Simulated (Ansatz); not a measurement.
# FH2OSi radical: a rigid scan of the angle F3–Si2–H5

An exercise on one series of results from a longer session: the logs are not shown, and one member is left open.

Program: Ansatz 0.2.0, Gaussian basis. Level of theory: single points in def2-TZVPP. These are calculated values, not measurements.

Levels: PBE-D4, r2SCAN-D4, PBE0-D4, B3LYP-D4, wB97M-V, Hartree-Fock, MP2, CCSD, CCSD(T). The scan takes 83.9, 89.9, 95.9, 101.9, 107.9, 113.9, 119.9, 125.9, 131.9°.

Correlated methods freeze the cores. Orbitals are unrestricted. B3LYP uses VWN-RPA correlation.

19 further runs of the same task are left out: 19 set aside as unsound or not needed.

### Where the work starts

The minimum, relaxed at PBE0-D4: SMILES `[O][SiH2]F`, 5 atoms, charge 0, spin multiplicity 2.

Atoms are counted from 1 here; the program's logs count them from 0.

Bond lengths: O1–Si2 1.641 Å, Si2–F3 1.589 Å, Si2–H4 1.482 Å, Si2–H5 1.482 Å. Angles: O1–Si2–F3 114.7°, O1–Si2–H4 105.6°, O1–Si2–H5 105.6°, F3–Si2–H4 107.9°, F3–Si2–H5 107.9°, H4–Si2–H5 115.5°.

Coordinates:

```xyz
5
FH2OSi
O    -1.2592    0.6001    0.7573
Si    0.0313   -0.0267   -0.0391
F     1.2393   -0.4652    0.8951
H    -0.4754   -1.2381   -0.7262
H     0.5139    1.0560   -0.9286
```

Energies of the minimum (eV), from earlier single points: PBE-D4 -12668.10564, r2SCAN-D4 -12674.23242, PBE0-D4 -12668.84261, B3LYP-D4 -12677.75239, wB97M-V -12675.10085, CCSD(T) -12657.29804.

At the minimum the angle F3–Si2–H5 is 107.9°.

Set-up of the first run:

Contents of ccsdt-tzvpp/in.yaml:

```yaml
crystal:
  periodic: [false, false, false]
  atoms:
    - {symbol: O, position_ang: [-1.259224, 0.600099, 0.757335]}
    - {symbol: Si, position_ang: [0.031304, -0.026675, -0.039087]}
    - {symbol: F, position_ang: [1.514313, 0.010812, 0.529807]}
    - {symbol: H, position_ang: [-0.475387, -1.238112, -0.726185]}
    - {symbol: H, position_ang: [0.513886, 1.056049, -0.928607]}
basis:
  gaussian: {orbitals: def2-TZVPP}
magnetization: {spin_polarized: true, initial_magnetization: 1}
correlation: {method: ccsd_t}
scf: {omitted_lower_state_checks: [cluster_reference]}
```

The command line of these runs was not kept.

Steps of the session up to this table: F3–Si2–H5 = 83.9°; F3–Si2–H5 = 89.9°; F3–Si2–H5 = 95.9°; F3–Si2–H5 = 101.9°; F3–Si2–H5 = 107.9°; F3–Si2–H5 = 113.9°; F3–Si2–H5 = 119.9°; F3–Si2–H5 = 125.9°; F3–Si2–H5 = 131.9°.

One of the session's tables, all rows but one given; the rest of the session is left out.

Energies less that of the minimum at the same level (kcal/mol):

```
      angle (°)  PBE-D4  PBE0-D4  B3LYP-D4  wB97M-V  Hartree-Fock
           83.9    10.1     12.9      12.7     13.3          17.1
           89.9     5.4      7.1       6.9      7.3           9.5
           95.9     2.2      3.1       3.0      3.2           4.3
          101.9       ?        ?         ?        ?             ?
107.9 (minimum)     0.0      0.0       0.0      0.0           0.0
          107.9     0.0      0.0       0.0      0.0           0.0
          113.9     0.9      0.7       0.8      0.7           0.6
          119.9     3.1      2.9       3.0      2.8           2.8
          125.9     6.6      6.4       6.5      6.3           6.6
          131.9    11.2     11.2      11.4     11.2          11.8
```

Q: Estimate the row for angle (°) = 101.9 from the others.

As computed: PBE-D4: 0.4; PBE0-D4: 0.7; B3LYP-D4: 0.7; wB97M-V: 0.8; Hartree-Fock: 1.2.
